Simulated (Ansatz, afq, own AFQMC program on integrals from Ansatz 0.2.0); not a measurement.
Integrals from Ansatz 0.2.0, then the random walk in our own AFQMC program (afq).

```yaml
crystal:
  periodic: [false, false, false]
  atoms:
    - {symbol: C, position_ang: [0.000000, 0.000000, 0.000000]}
    - {symbol: H, position_ang: [1.079931, 0.014026, -0.000321]}
    - {symbol: H, position_ang: [-0.552113, 0.928231, -0.002734]}
    - {symbol: H, position_ang: [-0.527818, -0.942256, 0.003055]}
basis:
  gaussian: {orbitals: aug-cc-pVTZ}
magnetization: {spin_polarized: true, initial_magnetization: 1}
correlation: {method: ccsd_t, electrons: outside_noble_gas, hamiltonian_folder: ham}
```

```sh
$ ansatz run in.yaml --threads 1 --pin off --events-out ev --progress --plain --max-ram 24576MiB --backend cuda --devices 0, --max-vram 18GiB
```

Options of the walk:

```
--method phaseless --trial hf --walkers 400 --populations 10 --least-time 40 --time-step 0.005 --steps-per-block 20 --equilibration-blocks 112 --max-blocks 4000 --target-error 0.0008 --factor-cut 1e-05 --start spin_pure --seed 7683 --taylor-order 6
```

Times are imaginary, in 1/Eh. The walk had a cap of 97 s. With eight or more populations the least sampling time is a fifth of least-time, and the error comes from their spread.

```
orbitals 114  electrons 4 3  factors 636 of 636
reference energy -39.57792081 Eh
CCSD correlation -0.18075139 Eh in 9 cycles, weight of the determinant in the CISD state 0.9356
energy of the start -39.578227 Eh
 block  time / (1/Eh)  mean weight  energy / Eh
     1     0.100  1.0007  -39.631460
     2     0.200  1.0008  -39.666564
     3     0.300  1.0011  -39.689685
     4     0.400  1.0009  -39.701764
     5     0.500  1.0009  -39.714951
     8     0.800  1.0005  -39.749842
    25     2.500  1.0001  -39.767532
    97     9.700  1.0002  -39.765025
   169    16.900  0.9990  -39.761772
   241    24.100  0.9997  -39.763599
   313    31.300  0.9998  -39.782614
   385    38.500  1.0009  -39.780187
   457    45.700  1.0004  -39.753303
   505    50.500  1.0007  -39.750449
   529    52.900  1.0005  -39.768688
   601    60.100  1.0000  -39.759306
   673    67.300  1.0004  -39.767355
   745    74.500  1.0000  -39.764646
   817    81.700  0.9997  -39.774047
   889    88.900  1.0006  -39.760539
   961    96.100  1.0012  -39.786620
error from the spread of 10 populations
energy -39.764530 +/- 0.000767 Eh
(rows thinned)
```

Question: Estimate how long the walk took on 1 × NVIDIA H100 80GB HBM3 with 2 threads of AMD EPYC 7R13 Processor (Zen 3), with other jobs on the host (the card was shared).

Answer: 88 s of wall time.

The run passed its tests (sampling time, drift between the halves within three errors, error under three times the target), which doesn't prove that it has relaxed.

Against this walk (error 20.9 meV) on the same determinant: CCSD(T) 23.6 meV higher (within the noise), CCSDT(Q) 7.0 meV higher (within the noise), a separate phaseless walk with a CISD trial and standard settings 11.5 ± 21.2 meV higher (within the noise). The error is statistical and leaves out the bias of the constraint.

Cautions: constraint bias not in the error.

CCSDT and higher add their correlation energy to the determinant of the CCSD(T) run, since their own runs factorise the integrals more tightly (a shift of under 2 meV). A walk keeps the symmetry of its determinant, which the program's search chose and which needn't be the lowest solution, so a lower state of the same spin and another symmetry isn't excluded.
